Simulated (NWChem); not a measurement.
All runs are NWChem calculations. System: formaldehyde (CH₂O), charge 0, spin multiplicity 1, optimised in this run. Level: PBE0/def2-SVP.

Job file:

```
start mol
memory heap 200 mb stack 800 mb global 1000 mb
geometry units angstroms
  C      0.000000     0.000000     0.521328
  O      0.000000     0.000000    -0.670757
  H     -0.927148     0.000000     1.119043
  H      0.927148     0.000000     1.119043
  symmetry group C2v
end
basis spherical
  * library def2-svp
end
dft
  xc pbe0
  semidirect memsize 60000000 filesize 0
  iterations 100
end
driver
  maxiter 80
end
task dft optimize
task dft freq
```

NWChem printed:

```
             Northwest Computational Chemistry Package (NWChem) 7.3.0
             --------------------------------------------------------

                                NWChem Input Module
                                -------------------

 Scaling coordinates for geometry "geometry" by  1.889725989
 (inverse scale =  0.529177249)

 Turning off AUTOSYM since
 SYMMETRY directive was detected!

          ------
          auto-z
          ------
  Looking for out-of-plane bends

                             Geometry "geometry" -> ""
                             -------------------------

 Output coordinates in angstroms (scale by  1.889725989 to convert to a.u.)

  No.       Tag          Charge          X              Y              Z
 ---- ---------------- ---------- -------------- -------------- --------------
    1 C                    6.0000     0.00000000     0.00000000     0.52132813
    2 O                    8.0000     0.00000000     0.00000000    -0.67075688
    3 H                    1.0000    -0.92714800     0.00000000     1.11904313
    4 H                    1.0000     0.92714800     0.00000000     1.11904313

 Effective nuclear repulsion energy (a.u.)      31.5500175634

            Nuclear Dipole moment (a.u.)
            ----------------------------
        X                 Y               Z
 ---------------- ---------------- ----------------
     0.0000000000     0.0000000000     0.0000000000

      Symmetry information
      --------------------

 Group name             C2v
 Group number             16
 Group order               4
 No. of unique centers     3

      Symmetry unique atoms

     1    2    3


 Summary of "ao basis" -> "" (spherical)
 ------------------------------------------------------------------------------
       Tag                 Description            Shells   Functions and Types
 ---------------- ------------------------------  ------  ---------------------
 *                          def2-svp                  on all atoms

                           NWChem Geometry Optimization
                           ----------------------------

 maximum gradient threshold         (gmax) =   0.000450
 rms gradient threshold             (grms) =   0.000300
 maximum cartesian step threshold   (xmax) =   0.001800
 rms cartesian step threshold       (xrms) =   0.001200
 fixed trust radius                (trust) =   0.300000
 maximum step size to saddle      (sadstp) =   0.100000
 energy precision                  (eprec) =   5.0D-06
 maximum number of steps          (nptopt) =   80
 initial hessian option           (inhess) =    0
 line search option               (linopt) =    1
 hessian update option            (modupd) =    1
 saddle point option              (modsad) =    0
 initial eigen-mode to follow     (moddir) =    0
 initial variable to follow       (vardir) =    0
 follow first negative mode     (firstneg) =    T
 apply conjugacy                    (opcg) =    F
 source of zmatrix                         =   autoz

          -------------------
          Energy Minimization
          -------------------

 Names of Z-matrix variables
    1              2              3              4              5
    6              7              8              9             10
   11             12

 Variables with the same non-blank name are constrained to be equal

 Using diagonal initial Hessian
 Scaling for Hessian diagonals: bonds = 1.00  angles = 0.25  torsions = 0.10

          --------
          Step   0
          --------

                         Geometry "geometry" -> "geometry"
                         ---------------------------------

 Output coordinates in angstroms (scale by  1.889725989 to convert to a.u.)

  No.       Tag          Charge          X              Y              Z
 ---- ---------------- ---------- -------------- -------------- --------------
    1 C                    6.0000     0.00000000     0.00000000     0.52132813
    2 O                    8.0000     0.00000000     0.00000000    -0.67075688
    3 H                    1.0000    -0.92714800     0.00000000     1.11904313
    4 H                    1.0000     0.92714800     0.00000000     1.11904313

 Effective nuclear repulsion energy (a.u.)      31.5500175634

            Nuclear Dipole moment (a.u.)
            ----------------------------
        X                 Y               Z
 ---------------- ---------------- ----------------
     0.0000000000     0.0000000000     0.0000000000

      Symmetry information
      --------------------

 Group name             C2v
 Group number             16
 Group order               4
 No. of unique centers     3

      Symmetry unique atoms

     1    2    3

                                 NWChem DFT Module
                                 -----------------

 Summary of "ao basis" -> "ao basis" (spherical)
 ------------------------------------------------------------------------------
       Tag                 Description            Shells   Functions and Types
 ---------------- ------------------------------  ------  ---------------------
 C                          def2-svp                 6       14   3s2p1d
 O                          def2-svp                 6       14   3s2p1d
 H                          def2-svp                 3        5   2s1p

 Summary of "ao basis" -> "ao basis" (spherical)
 ------------------------------------------------------------------------------
       Tag                 Description            Shells   Functions and Types
 ---------------- ------------------------------  ------  ---------------------
 C                          def2-svp                 6       14   3s2p1d
[...]
 ---------------------------- Atom information ----------------------------
     atom    #        X              Y              Z            mass
 --------------------------------------------------------------------------
    C        1  0.0000000D+00  0.0000000D+00  9.8312580D-01  1.2000000D+01
    O        2  0.0000000D+00  0.0000000D+00 -1.2771197D+00  1.5994910D+01
    H        3 -1.7847102D+00  0.0000000D+00  2.1204921D+00  1.0078250D+00
    H        4  1.7847102D+00  0.0000000D+00  2.1204921D+00  1.0078250D+00
 --------------------------------------------------------------------------

          ----------------------------------------------------
          MASS-WEIGHTED NUCLEAR HESSIAN (Hartree/Bohr/Bohr/Kamu)
          ----------------------------------------------------

               1            2            3            4            5            6            7            8            9           10
   ----- ----- ----- ----- -----
    1    4.88580D+01
    2   -6.39978D-08  1.46795D+01
    3    3.71927D-07  1.82031D-07  8.95453D+01
    4   -7.90011D+00 -3.35477D-09  4.13188D-09  4.69406D+00
    5   -3.67651D-09 -4.25623D+00  6.61636D-10 -1.43182D-07  1.23385D+00
    6   -2.35011D-08 -3.50933D-08 -6.31130D+01 -1.35812D-07  1.47980D-07  5.98650D+01
    7   -6.85591D+01  2.17763D-08  2.25880D+01  4.27968D+00 -8.51508D-09  4.49512D+00  2.36855D+02
    8   -1.55549D-08 -1.68493D+01 -5.61462D-08  5.09279D-09  4.88566D+00  3.18466D-08  7.99633D-09  1.93382D+01
    9    2.37616D+01 -4.03553D-08 -2.87776D+01  9.11561D+00  2.56639D-08 -1.03555D+01 -1.07079D+02 -1.71544D-08  1.30970D+02
   10   -6.85591D+01 -3.20076D-08 -2.25880D+01  4.27968D+00  3.69314D-08 -4.49511D+00 -1.73332D+01  2.01187D-09 -1.12282D+01  2.36855D+02
   11   -7.83885D-09 -1.68493D+01  2.14141D-08  3.84140D-09  4.88566D+00 -1.41887D-08  1.72222D-08  1.93389D+01 -2.61533D-08  7.78100D-08
   12   -2.37616D+01 -4.35588D-08 -2.87776D+01 -9.11561D+00  2.73079D-08 -1.03555D+01  1.12282D+01 -2.65452D-08  9.58495D+00  1.07079D+02

              11           12
   ----- ----- ----- ----- -----
   11    1.93382D+01
   12    3.32117D-08  1.30970D+02


 ----------------------------------------------------------------------------
 Normal Eigenvalue ||         Derivative Dipole Moments (debye/angs)
  Mode   [cm**-1]  ||      [d/dqX]             [d/dqY]           [d/dqZ]
 ------ ---------- || ------------------ ------------------ -----------------
    1       -5.030 ||       0.566               0.002            -0.000
    2       -4.978 ||      -0.002               0.601            -0.000
    3       -4.376 ||      -0.000               0.000            -0.000
    4       -1.771 ||       0.042              -0.000            -0.000
    5       -1.505 ||       0.000               0.081            -0.000
    6        2.439 ||      -0.000              -0.000            -0.000
    7     1201.066 ||      -0.000               0.201            -0.000
    8     1269.607 ||       0.559               0.000             0.000
    9     1533.548 ||      -0.000               0.000             0.380
   10     1897.666 ||       0.000              -0.000             1.647
   11     2902.779 ||       0.000               0.000            -1.171
   12     2968.425 ||      -1.874              -0.000            -0.000
 ----------------------------------------------------------------------------

 ----------------------------------------------------------------------------
 Normal Eigenvalue ||                 Infra Red Intensities
  Mode   [cm**-1]  || [atomic units] [(debye/angs)**2] [(KM/mol)] [arbitrary]
 ------ ---------- || -------------- ----------------- ---------- -----------
    1       -5.030 ||    0.013910           0.321        13.560       4.384
    2       -4.978 ||    0.015649           0.361        15.256       4.933
    3       -4.376 ||    0.000000           0.000         0.000       0.000
    4       -1.771 ||    0.000076           0.002         0.074       0.024
    5       -1.505 ||    0.000283           0.007         0.276       0.089
    6        2.439 ||    0.000000           0.000         0.000       0.000
    7     1201.066 ||    0.001745           0.040         1.701       0.550
    8     1269.607 ||    0.013521           0.312        13.181       4.262
    9     1533.548 ||    0.006267           0.145         6.110       1.975
   10     1897.666 ||    0.117598           2.713       114.640      37.065
   11     2902.779 ||    0.059424           1.371        57.930      18.730
   12     2968.425 ||    0.152253           3.513       148.424      47.988
 ----------------------------------------------------------------------------

        Vibrational analysis via the FX method
  --- with translations and rotations projected out ---
  --- via the Eckart algorithm                      ---
 Projected Nuclear Hessian trans-rot subspace norm:6.5030D-33
                         (should be close to zero!)

          --------------------------------------------------------
          MASS-WEIGHTED PROJECTED HESSIAN (Hartree/Bohr/Bohr/Kamu)
          --------------------------------------------------------

               1            2            3            4            5            6            7            8            9           10
   ----- ----- ----- ----- -----
    1    4.88580D+01
    2   -4.33212D-08  1.46797D+01
    3    1.10836D-07  1.29957D-07  8.95451D+01
    4   -7.90022D+00  2.54718D-08 -6.29718D-08  4.69445D+00
    5    1.25611D-08 -4.25640D+00 -3.76813D-08 -7.38561D-09  1.23415D+00
    6   -1.33912D-07 -7.81855D-08 -6.31131D+01 -3.96599D-08  2.26701D-08  5.98650D+01
    7   -6.85589D+01  5.27345D-08  2.25880D+01  4.27947D+00 -1.52905D-08  4.49510D+00  2.36855D+02
    8    4.97222D-08 -1.68487D+01 -1.49159D-07 -2.92355D-08  4.88531D+00  8.97379D-08 -6.05263D-08  1.93382D+01
    9    2.37620D+01 -1.95203D-08 -2.87780D+01  9.11519D+00  5.65995D-09 -1.03554D+01 -1.07079D+02  2.24045D-08  1.30970D+02
   10   -6.85589D+01 -4.72406D-09 -2.25880D+01  4.27947D+00  1.36975D-09 -4.49510D+00 -1.73328D+01  5.42207D-09 -1.12282D+01  2.36855D+02
   11    4.97222D-08 -1.68487D+01 -1.49159D-07 -2.92355D-08  4.88531D+00  8.97379D-08 -6.05263D-08  1.93382D+01  2.24045D-08  5.42207D-09
   12   -2.37620D+01 -1.17437D-07 -2.87780D+01 -9.11519D+00  3.40511D-08 -1.03554D+01  1.12282D+01  1.34789D-07  9.58613D+00  1.07079D+02

              11           12
   ----- ----- ----- ----- -----
   11    1.93382D+01
   12    1.34789D-07  1.30970D+02

 center of mass
 --------------
 x =   0.00000000 y =   0.00000000 z =  -0.14514008

 moments of inertia (a.u.)
 ------------------
          46.117842096760           0.000000000000           0.000000000000
           0.000000000000          52.538071658039           0.000000000000
           0.000000000000           0.000000000000           6.420229561280

 Rotational Constants
 --------------------
 A=   9.376639 cm-1  ( 13.490591 K)
 B=   1.305355 cm-1  (  1.878073 K)
 C=   1.145839 cm-1  (  1.648570 K)

 Temperature                      =   298.15K
 frequency scaling parameter      =   1.0000

 Zero-Point correction to Energy  =   16.822 kcal/mol  (  0.026808 au)
 Thermal correction to Energy     =   18.621 kcal/mol  (  0.029674 au)
 Thermal correction to Enthalpy   =   19.213 kcal/mol  (  0.030618 au)

 Total Entropy                    =   52.207 cal/mol-K
   - Translational                =   36.114 cal/mol-K (mol. weight =  30.0106)
   - Rotational                   =   16.009 cal/mol-K (symmetry #  =        2)
   - Vibrational                  =    0.085 cal/mol-K

 Cv (constant volume heat capacity) =    6.411 cal/mol-K
   - Translational                  =    2.979 cal/mol-K
   - Rotational                     =    2.979 cal/mol-K
   - Vibrational                    =    0.452 cal/mol-K


 ----------------------------------------------------------------------------
 Normal Eigenvalue ||    Projected Derivative Dipole Moments (debye/angs)
  Mode   [cm**-1]  ||      [d/dqX]             [d/dqY]           [d/dqZ]
 ------ ---------- || ------------------ ------------------ -----------------
    1       -0.000 ||      -0.000               0.208            -0.000
    2       -0.000 ||      -0.373              -0.000            -0.000
    3        0.000 ||      -0.000              -0.409             0.000
    4        0.000 ||       0.000               0.396             0.000
    5        0.000 ||      -0.428               0.000            -0.000
    6        0.000 ||       0.016               0.000            -0.000
    7     1201.052 ||      -0.000               0.201            -0.000
    8     1269.591 ||       0.559               0.000             0.000
    9     1533.553 ||      -0.000               0.000             0.380
   10     1897.666 ||       0.000              -0.000             1.647
   11     2902.781 ||       0.000               0.000            -1.171
   12     2968.426 ||      -1.874              -0.000            -0.000
 ----------------------------------------------------------------------------

 ----------------------------------------------------------------------------
 Normal Eigenvalue ||           Projected Infra Red Intensities
  Mode   [cm**-1]  || [atomic units] [(debye/angs)**2] [(KM/mol)] [arbitrary]
 ------ ---------- || -------------- ----------------- ---------- -----------
    1       -0.000 ||    0.001875           0.043         1.827       0.591
    2       -0.000 ||    0.006022           0.139         5.871       1.898
    3        0.000 ||    0.007244           0.167         7.062       2.283
    4        0.000 ||    0.006814           0.157         6.642       2.148
    5        0.000 ||    0.007952           0.183         7.752       2.506
    6        0.000 ||    0.000011           0.000         0.011       0.004
    7     1201.052 ||    0.001745           0.040         1.701       0.550
    8     1269.591 ||    0.013521           0.312        13.181       4.262
    9     1533.553 ||    0.006268           0.145         6.110       1.976
   10     1897.666 ||    0.117597           2.713       114.639      37.065
   11     2902.781 ||    0.059424           1.371        57.930      18.730
   12     2968.426 ||    0.152253           3.513       148.424      47.988
 ----------------------------------------------------------------------------

 Task  times  cpu:       17.4s     wall:       17.4s

 Total times  cpu:       21.4s     wall:       21.4s
```
